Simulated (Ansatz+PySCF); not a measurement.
A calculation with PySCF 2.14.0.

```python
from pyscf import gto, scf, cc

mol = gto.M(atom="""
C 0.042010 -0.043270 -0.731240
O 0.023710 -0.051650 0.729550
H -0.040530 0.925870 1.077090
H 0.045420 -1.118170 -1.215090
H -0.446600 0.865120 -1.310950
""", basis='def2-svp', charge=0, spin=1)
mf = scf.UHF(mol)
mf.kernel()
mycc = cc.CCSD(mf, frozen=2).run()
et = mycc.ccsd_t()
print(mf.e_tot, mycc.e_corr, et, mycc.e_tot + et)
```

The script is written out from the run's settings.

Output:

- Converged: yes
- Reference energy: -114.29943 hartree
- CCSD correlation energy: -0.33886 hartree
- Triples correction: -0.00820 hartree
- Total energy: -114.64649 hartree
